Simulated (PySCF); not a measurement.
C₃H₉P.
Numbering: `[CH3:1][P:2]([CH3:3])[CH3:4]` (hydrogens: H5, H6, H7 on C1; H8, H9, H10 on C3; H11, H12, H13 on C4)

Method: PBE0-D3(BJ)/def2-SVP geometry optimisation, gas phase in PySCF 2.14.0.

(1) List the bond lengths and angles at this level.

Results:

(1) 
```
                  bond  length (pm)
   C1–P2, P2–C3, P2–C4        185.0
C1–H5 and 8 like bonds        110.1
```

Bonds in one row agree within 1 pm and their mean is given. A selection of angles:
```
   angle  degrees
P2–C1–H5    112.6
P2–C1–H6    109.5
H5–C1–H6    108.8
H6–C1–H7    107.5
C1–P2–C3     99.3
```

P2 (phosphine phosphorus) is pyramidal (angles 99.3°, 99.3° and 99.2°, sum 297.9°, 0.88 Å off the plane of its three neighbours). All 3 C–P bonds measure 1.850 Å.

Point group: C3v (every atom within 0.08 Å of its image). No PBE0-D3(BJ)/def2-SVP frequencies stand behind this structure, so it isn't proved a minimum.
